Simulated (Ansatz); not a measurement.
Reaction (hydrogenolysis of a C–C bond): `C=COCCC` + H₂ → `C=COC` + `CC`

Gas-phase electronic energies from Ansatz, PBE0-D4/def2-TZVP geometries. CCSD(T)/CBS is the MP2 limit (def2-TZVPP, def2-QZVPP) plus CCSD(T) − MP2 in def2-TZVPP, frozen cores. This one scheme is used for every species. Functionals use def2-TZVPP. One conformer a species, not always the lowest.

| species | PBE-D4 energy (Eh) |
| --- | --- |
| `C=COCCC` | -271.50524 |
| H₂ | -1.16621 |
| `C=COC` | -192.95425 |
| `CC` | -79.73541 |

Q: Work out ΔE.

A: ΔE = (-192.95425) + (-79.73541) − (-271.50524) − (-1.16621) = -0.01821 Eh = -0.50 eV. CCSD(T)/CBS gives -0.48 eV.

Largest T1 diagnostic among the species: 0.012.

In def2-TZVPP, CCSD(T) changes the Hartree–Fock value by +0.22 eV (the triples alone add +0.04 eV) and MP2 by +0.26 eV. The D4 term adds +0.10 eV with B3LYP and +0.06 eV with PBE0; it sums over pairs of atoms, weighted by their polarisabilities, and B3LYP, whose exchange is more repulsive, gets the larger term.

B3LYP here is the variant with VWN-RPA as its local correlation; programs differ in this.
